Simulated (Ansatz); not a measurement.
## Ansatz (development build ahead of 0.2.0) run

```yaml
crystal:
  periodic: [false, false, false]
  atoms:
    - { symbol: O, position_ang: [0.04011, -0.02422, 0.05301] }
    - { symbol: O, position_ang: [-0.72999, 0.8767, 0.07879] }
    - { symbol: O, position_ang: [3.38874, 0.14246, 0.26436] }
    - { symbol: H, position_ang: [3.58692, 0.82889, 0.94779] }
    - { symbol: H, position_ang: [4.2111, -0.11375, -0.08678] }
basis:
  gaussian: { orbitals: def2-SVP }
magnetization:
  spin_polarized: true
  initial_magnetization: 2
hamiltonian:
  xc: hf
correlation:
  method: mp2
  frozen_orbitals: { H: 0, O: 1 }
output:
  forces: true
```

The input is written out in the form of the current development build from the run's settings.

The run gave:

```json
{"Converged": "yes", "Reference energy": "-225.45317 hartree", "Correlation energy": "-0.54005 hartree", "Total energy": "-225.99322 hartree", "Spin squared of the determinant": "2.033", "Stability test": "minimum"}
```

Forces (eV/Å):
| atom | Fx | Fy | Fz |
| --- | --- | --- | --- |
| O1 | 1.747 | -2.039 | -0.056 |
| O2 | -1.732 | 2.037 | 0.057 |
| O3 | -1.794 | 1.371 | 1.591 |
| H4 | -0.033 | -1.021 | -1.042 |
| H5 | 1.812 | -0.347 | -0.550 |

Caution: MP2 forces lie far from those of the mean fields.
